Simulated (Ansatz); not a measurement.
**H$_{2}$B–NH, doublet: reading a ladder of total energies**

Geometry: displaced at random from a stationary point.

```yaml
atoms:
  - { symbol: B, position_ang: [0.0902, 0.0277, 0.7034] }
  - { symbol: N, position_ang: [-0.0746, -0.0318, -0.6120] }
  - { symbol: H, position_ang: [0.0020, 1.0942, 1.2320] }
  - { symbol: H, position_ang: [0.0851, -1.0453, 1.4038] }
  - { symbol: H, position_ang: [-0.0180, 0.0954, -1.6763] }
```

Basis cc-pVDZ; Ansatz 0.2.0. Correlated methods freeze the noble-gas cores, which leaves 11 electrons in 41 orbitals. Prefix R: restricted or restricted open-shell reference; prefix U: unrestricted.

Full CI isn't at hand for all of this; UCCSDT(Q) serves as the reference, and is uncertain by about the last step of the cluster series.

Runs differ by some tens of microhartree through their thresholds and, for an open shell, their frozen cores, so steps under 0.03 kcal/mol mean nothing.

| level | total energy (hartree) |
| --- | --- |
| UHF | -80.837796 |
| UMP2 | -81.065967 |
| UCCSD | -81.100358 |
| UCCSD(T) | -81.107779 |
| UCCSDT | -81.108938 |
| UCCSDT(Q) | -81.109492 |

Q: What is the correlation energy at UCCSDT(Q), and what share of it do UMP2 and UCCSD recover?

A: E(corr) = -81.109492 − (-80.837796) = -0.271696 hartree = -7.393 eV. UMP2: -0.228171 / -0.271696 = 83.98 %. UCCSD: -0.262562 / -0.271696 = 96.64 %.

Q: By how many kcal/mol does UCCSD(T) miss UCCSDT(Q) (1 hartree = 627.509 kcal/mol), and which steps make up the rest?

A: -81.107779 − (-81.109492) = 0.001713 hartree = 1.07 kcal/mol. Steps: UCCSDT − UCCSD(T) = -0.73, UCCSDT(Q) − UCCSDT = -0.35 kcal/mol. Differences between like states or geometries often cancel part of this.
